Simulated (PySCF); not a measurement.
Species: nitrosyl fluoride, FNO.
SMILES: `O=NF`

The closed-shell ground state was solved at several levels (PySCF, density fitting, gas phase, non-relativistic). Isolated species at its PBE0-D3(BJ)/def2-SVP geometry, gas phase.

| level | basis functions | total energy (Eh) | HOMO (eV) | LUMO (eV) | gap (eV) | dipole (D) |
| --- | --- | --- | --- | --- | --- | --- |
| PBE0/def2-TZVPD | 117 | -229.5828 | -9.81 | -3.28 | 6.53 | 1.15 |
| PBE0/6-31+G* | 54 | -229.4878 | -9.87 | -3.38 | 6.49 | 1.20 |
| PBE0/def2-TZVP | 93 | -229.5809 | -9.73 | -3.21 | 6.52 | 1.11 |
| PBE0/def2-SVP | 42 | -229.2958 | -9.48 | -3.08 | 6.40 | 0.98 |
| PBE0/aug-cc-pVDZ | 69 | -229.5187 | -9.83 | -3.32 | 6.51 | 1.17 |

(1) What might PBE0/aug-cc-pVTZ (138 basis functions) give for the same quantities?

(2) How much does the basis alone move the frontier levels among the 6 PBE0 rows (the withheld one included)?

(3) How far do the dipole and the HOMO energy spread over the levels?

Answers

(1) Total energy -229.5730 Eh, HOMO -9.82 eV, LUMO -3.29 eV, gap 6.53 eV, dipole 1.15 D.

(2) The HOMO by 0.39 eV and the LUMO by 0.30 eV. By rising basis size (HOMO, LUMO in eV): def2-SVP -9.48, -3.08; 6-31+G* -9.87, -3.38; aug-cc-pVDZ -9.83, -3.32; def2-TZVP -9.73, -3.21; def2-TZVPD -9.81, -3.28; aug-cc-pVTZ -9.82, -3.29.

(3) The dipole runs from 0.98 to 1.20 D (mean 1.13 D) and the HOMO from -9.87 to -9.48 eV.
